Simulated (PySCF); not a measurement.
Compound: C3H3NO2.
Numbering: `[O:1]=[CH:2][O:3][C@@H:4]1[CH:5]=[N:6]1` (hydrogens: H7 on C2; H8 on C4; H9 on C5)

Torsions of this conformer, `[O:1]=[CH:2][O:3][C@@H:4]1[CH:5]=[N:6]1`: O1–C2–O3–C4 -2°, C2–O3–C4–C5 -21°.

The closed-shell ground state was solved at several levels (PySCF, density fitting, gas phase, non-relativistic). One conformer (not necessarily the lowest) at the PBE0-D3(BJ)/def2-SVP geometry, without solvent, vibrations or thermal averaging.

```csv
level,basis functions,HOMO (eV),LUMO (eV),gap (eV),dipole (D)
mPW1PW91/pcSseg-2,258,-8.22,-0.88,7.34,1.65
PBE0/pcSseg-1,117,-8.15,-0.74,7.41,1.68
B3LYP/pcJ-1,192,-7.89,-1.00,6.89,1.69
```

Estimate the row for wB97X-D/def2-SVPD, a basis of 150 functions; the other rows only guide the guess.

HOMO -10.17 eV, LUMO 1.01 eV, gap 11.18 eV, dipole 1.69 D.

Over all these levels, which gives the widest orbital gap and which the narrowest?

wB97X-D/def2-SVPD (range-separated hybrid) has the widest, 11.18 eV, and B3LYP/pcJ-1 (global hybrid, 20 % exact exchange) the narrowest, 6.89 eV. Functional and basis both differ between the two, so the spread mixes both effects.

How far do the dipole and the HOMO energy spread over the levels?

The dipole runs from 1.65 to 1.69 D (mean 1.68 D) and the HOMO from -10.17 to -7.89 eV.
